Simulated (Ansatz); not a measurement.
This script for the Python package of Ansatz (0.2.0) starts 2 runs on CH3BN (charge -1), SMILES [BH3-]C#N. What input does the engine get in each?

`cas.py`:
```python
"""Static correlation in CH3BN(-): natural occupations of an active space."""

import ansatz as az
from ase import Atoms

atoms = Atoms(["B", "C", "N", "H", "H", "H"], positions=[
    (-0.5089, 0.004, -0.0092),
    (1.0346, -0.0081, 0.0186),
    (2.1915, -0.0173, 0.0394),
    (-0.8998, -0.8616, -0.7279),
    (-0.9271, -0.1747, 1.0917),
    (-0.8903, 1.0578, -0.4127),
])
molecule = az.Crystal.molecule_from_ase(atoms)

setup = (
    molecule.calculation()
    .basis(gaussian="def2-SVP")
    .charge(-1)
    .accuracy("medium")
    .scf(lower_state_search="standard")
    .correlation(active_electrons=2, active_orbitals=3)
)
for method in [None, "sc_nevpt2"]:
    rep = (setup if method is None else setup.correlation(method)).run().report
    space = rep["configurations"]
    state = space["states"][0]
    print(method or "casscf", f"total {rep['free_energy_ev'] / 27.211386246:.6f} Ha, active-space state {state['energy']['hartree']:.6f} Ha, mean field {rep['reference_energy_ev'] / 27.211386246:.6f} Ha")
    print("  determinants", state["n_determinants"], " natural occupations", [round(n, 3) for n in space["natural_occupations"]])
```

Run 1:
```yaml
crystal:
  periodic: [false, false, false]
  atoms:
    - { symbol: B, position_ang: [-0.5089, 0.004, -0.0092] }
    - { symbol: C, position_ang: [1.0346, -0.0081, 0.0186] }
    - { symbol: "N", position_ang: [2.1915, -0.0173, 0.0394] }
    - { symbol: H, position_ang: [-0.8998, -0.8616, -0.7279] }
    - { symbol: H, position_ang: [-0.9271, -0.1747, 1.0917] }
    - { symbol: H, position_ang: [-0.8903, 1.0578, -0.4127] }
accuracy: medium
basis:
  gaussian:
    orbitals: def2-SVP
total_charge: -1.0
correlation:
  active_space:
    window:
      electrons: 2
      orbitals: 3
scf:
  lower_state_search: standard
```

Run 2, against run 1:
```diff
+  method: sc_nevpt2
```

```console
$ python cas.py
casscf total -118.702042 Ha, active-space state -118.702042 Ha, mean field -118.674514 Ha
  determinants 9  natural occupations [1.944, 0.054, 0.002]
sc_nevpt2 total -119.067641 Ha, active-space state -118.702042 Ha, mean field -118.674514 Ha
  determinants 9  natural occupations [1.944, 0.054, 0.002]
```

Reading the output:
- These settings explore the input space; basis and method may be short of convergence.
- The geometry is a force-field or estimated start, not a minimum of this method, and the basis set is short of its limit. The active space starts as a window about the frontier orbitals and is then optimised, not chosen by chemistry.
- Anions want diffuse functions, which this basis lacks.
- Finished in 9.2 s on 1 thread of Arm Neoverse V1, with other jobs on the host, peak memory 0.17 GiB.
